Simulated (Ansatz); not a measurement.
Ansatz (a quantum-chemistry and plane-wave program) input (HF/3-21G): The .json file is the Basis Set Exchange's 3-21G.

Ansatz 0.2 input:
```yaml
crystal:
  periodic: [false, false, false]
  atoms:
    - {symbol: O, position_ang: [-0.09968141, -0.12546452, 0.59967401]}
    - {symbol: C, position_ang: [0.11292767, 0.03791343, -0.62295351]}
    - {symbol: H, position_ang: [0.10088708, 1.00912740, -1.08436933]}
    - {symbol: H, position_ang: [0.30942937, -0.84963905, -1.19085986]}
    - {symbol: H, position_ang: [-0.29043119, 0.61674716, 1.21555823]}
basis:
  gaussian:
    orbitals: 3-21G.json
hamiltonian:
  xc: {name: HF}
total_charge: 1
phonons: {temperatures: {t_min: 298.15, t_max: 298.15, t_step: 100}}
```

Question: Which harmonic wavenumbers does it give?

Answer: 1045, 1137, 1377, 1407, 1570, 1747, 3287, 3434, 3681 cm⁻¹ (unscaled; negative means imaginary).
